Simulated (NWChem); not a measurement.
**Dipole moment of ClNa**

```
Na
Cl 1 2.3404
```
Charge 0, spin multiplicity 1.

Everything below was run with NWChem. The geometry was optimised at B3LYP/def2-SVP, a minimum by its harmonic frequencies.

Basis set: Sadlej pVTZ. The CCSD dipole comes from the Λ equations, without orbital relaxation.

The correlated methods keep 6 core orbitals frozen. B3LYP has NWChem's definition, with VWN1-RPA local correlation. The structure started from a generated list of species. Coupled-cluster values serve here as a point of comparison, not as the truth.

Q: One of these methods gave a dipole moment of 9.19 D. Which?
A. B3LYP
B. PBE
C. HF
D. CCSD

A: C, HF. The others give 8.46 (PBE), 8.65 (B3LYP), 8.99 (CCSD).
